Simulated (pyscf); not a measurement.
Single points on ωB97X-D3(BJ)/def2-SVP structures (PySCF, gas phase).

**Question.** What is the homolytic dissociation enthalpy (298 K, ωB97M-D3(BJ)/def2-TZVP) of the N–Nb bond of H₃C–N=Nb(NH₂)(NH₂)–NH₂ (SMILES C[N]=[Nb]([NH2])([NH2])[NH2]), to [H₃C–N=Nb(NH₂)–NH₂]• + NH₂•?

**Answer.** N–Nb to [H₃C–N=Nb(NH₂)–NH₂]• + NH₂•: 4.03 eV. The 7 functionals that were run give +3.94 (M06-2X) to +4.19 eV (ωB97X-D3(BJ)/def2-TZVP). The radicals are drawn with the spin at the cut bond; how far it spreads was not checked. Other isomers of [H₃C–N=Nb(NH₂)–NH₂]• were not searched in full and may lie lower. Open-shell species with a d-block atom are single-reference here; other states, and whether the spin sits on metal or ligand, were not checked. Elements past Kr carry the def2 core potentials, without spin-orbit coupling.
